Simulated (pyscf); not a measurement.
F–Mo(F)(F)(F)=S + hydrogen chloride (HCl) → F–Mo(F)(F)(F)(SH)–Cl (addition across a multiple bond or ene-type step; singlet surface; Cl–H broken, H–S, Cl–Mo formed). Single points on ωB97X-D3(BJ)/def2-SVP structures (PySCF, gas phase). Energies in kcal/mol from the separated reactants.

```csv
level,barrier,reaction energy
ωB97X-D3(BJ)/def2-TZVP,30.7,+13.1
PBE/def2-TZVP,24.3,+11.9
B3LYP-D3(BJ)/def2-TZVP,30.2,+14.3
PBE0-D3(BJ)/def2-TZVP,(withheld),(withheld)
M06-2X/def2-TZVP,(withheld),+21.8
HF/def2-TZVP,58.3,+33.3
```

Fill in the missing entries.


- PBE0-D3(BJ)/def2-TZVP, barrier: 28.3
- PBE0-D3(BJ)/def2-TZVP, reaction energy: +13.8
- M06-2X/def2-TZVP, barrier: 37.2

The functionals in the table span 12.8 kcal/mol in this barrier, from PBE to M06-2X. On the product side the descent ends in a point that may be a rotor saddle (no frequency run), 1.2 kcal/mol over the lowest minimum found and 16.4 kcal/mol under the saddle at ωB97X-D3(BJ)/def2-TZVP. One saddle was located; it need not be the lowest between these sides. Elements past Kr carry the def2 core potentials, without spin-orbit coupling.
